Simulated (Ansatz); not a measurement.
Input file:

```yaml
crystal:
  periodic: [false, false, false]
  atoms:
    - {symbol: F, position_ang: [0.000000, 0.531807, 2.589900]}
    - {symbol: Ga, position_ang: [0.000000, -0.245165, 0.995240]}
    - {symbol: Ga, position_ang: [0.000000, 0.081069, -1.694897]}
    - {symbol: H, position_ang: [0.000000, 1.327290, -0.418434]}
basis:
  gaussian: {orbitals: STO-3G}
magnetization: {spin_polarized: false, initial_magnetization: 2}
correlation: {active_space: {ras: {orbitals: [35, 2, 5], electrons: 72, max_holes: 2, max_particles: 2}, fixed_orbitals: true}}
accuracy: high
output: {forces: true}
```

```sh
$ ansatz run in.yaml --threads 1 --pin off --events-out ev --progress --plain --max-ram 2393MiB
```

The program prints:

```
585 factors; integrals over basis functions are off by at most 3.3e-8 eV
mean field evaluation 1: about -106128.4482 eV, gradient 2.5e1 eV
mean field evaluation 2: about -106128.5218 eV, gradient 2.5e1 eV
mean field evaluation 4: about -106132.7629 eV, gradient 2.0e1 eV
mean field evaluation 8: about -106134.4150 eV, gradient 1.4e1 eV
mean field evaluation 16: about -106135.8783 eV, gradient 1.1e-2 eV
mean field evaluation 32: about -106134.3048 eV, gradient 3.7e-1 eV
mean field evaluation 64: about -106134.3513 eV, gradient 1.4e-8 eV
mean field evaluation 96: about -106137.5340 eV, gradient 8.9e-3 eV
mean field evaluation 128: about -106131.1800 eV, gradient 1.0e1 eV
mean field evaluation 160: about -106137.5341 eV, gradient 2.1e-3 eV
mean field evaluation 192: about -106134.3085 eV, gradient 2.7e0 eV
mean field evaluation 224: about -106134.3749 eV, gradient 5.7e-3 eV
mean field evaluation 256: about -106137.5341 eV, gradient 1.8e-3 eV
mean field evaluation 288: about -106135.1994 eV, gradient 4.1e0 eV
mean field evaluation 320: about -106135.0236 eV, gradient 7.7e0 eV
mean field evaluation 352: about -106137.5340 eV, gradient 8.7e-3 eV
mean field -106137.53415088 eV, -3900.4824374403 hartree, gradient 3.4e-11 eV, S^2 2.000000; 18 other end points of the search recorded, 0 dependent functions left out
reference -106137.53415088 eV, -3900.4824374403 hartree; 37, 35 occupied and 5, 7 virtual orbitals, 585 factors
state -106141.42117559 eV, -3900.6252829635 hartree
the calculation of the forces begins
Total energy: -106141.42117559 eV, -3900.6252829635 hartree
Atom 0 at     0.000000     0.531807     2.589900 Å, force    -0.000000     0.097594    -0.069140 eV/Å
Atom 1 at     0.000000    -0.245165     0.995240 Å, force     0.000000     0.243397    -3.002874 eV/Å
Atom 2 at     0.000000     0.081069    -1.694897 Å, force    -0.000000     0.430875     3.762735 eV/Å
Atom 3 at     0.000000     1.327290    -0.418434 Å, force     0.000000    -0.771866    -0.690721 eV/Å
Dipole moment:    -0.000000     0.172101     0.296204 e Å
```

Natural occupations: 2.0000 2.0000 2.0000 2.0000 2.0000 2.0000 2.0000 2.0000 2.0000 2.0000 2.0000 2.0000 2.0000 2.0000 2.0000 1.9999 1.9999 1.9999 1.9999 1.9999 1.9999 1.9998 1.9998 1.9997.

Forces (eV/Å):
```
F    0.000  0.098 -0.069
Ga   0.000  0.243 -3.003
Ga   0.000  0.431  3.763
H    0.000 -0.772 -0.691
```

Ran on 1 thread of Arm Neoverse V1, shared host: 48 s wall, 0.18 GiB peak host memory.
